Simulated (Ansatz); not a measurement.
Reaction (SMILES): S (H2S) → H2S+ (doublet, bonded as S) + e-
B3LYP-D3(BJ)/def2-TZVP geometries, fixed; electronic energies without zero-point terms.

How fast the adiabatic ionisation energy converges with the basis for several methods (Ansatz, an electronic-structure program): deviation from each method's own reference, in eV. References: B2PLYP 10.378 eV, the value in aug-cc-pV(5+d)Z; B3LYP 10.426 eV, the value in aug-cc-pV(5+d)Z; CCSD(T) 10.490 eV, Hartree-Fock in aug-cc-pV(Q+d)Z plus the correlation part extrapolated as X^-3 from aug-cc-pV(T+d)Z and aug-cc-pV(Q+d)Z; HF 9.208 eV, the value in pcseg-4; MP2 10.514 eV, Hartree-Fock in aug-cc-pV(Q+d)Z plus the correlation part extrapolated as X^-3 from aug-cc-pV(T+d)Z and aug-cc-pV(Q+d)Z; PBE 10.363 eV, the value in aug-cc-pV(5+d)Z. Cartesian d functions, on some or all atoms, in 6-31G*, 6-31G**; all else is spherical. In correlated methods cores are frozen. Open shells are unrestricted. No added dispersion term, no relativity. 

```
basis              functions  B2PLYP   B3LYP  CCSD(T)      HF     MP2     PBE
-----------------  ---------  ------  ------  -------  ------  ------  ------
STO-3G                    11  -2.860  -2.479   -3.730  -2.439  -3.722  -2.532
6-31G*                    23  -0.227  -0.055   -0.660   0.073  -0.637  -0.061
6-31G**                   29  -0.204  -0.048   -0.594   0.066  -0.572  -0.051
def2-TZVPP                70  -0.068  -0.023   -0.191  -0.006  -0.192  -0.025
6-311++G(3df,3pd)         83  -0.044   0.000   -0.173   0.011  -0.177   0.006
def2-QZVPPD              145  -0.014   0.000   -0.066   0.004  -0.072   0.001
aug-cc-pV(Q+d)Z          181  -0.008   0.001   -0.050   0.005  -0.053   0.002
aug-pcseg-3              187  -0.018   0.000   -0.077   0.000  -0.083   0.000
```

Mean absolute deviation over def2-TZVPP, 6-311++G(3df,3pd): HF 0.009, B3LYP 0.011, PBE 0.016, B2PLYP 0.056, CCSD(T) 0.182, MP2 0.185 eV.
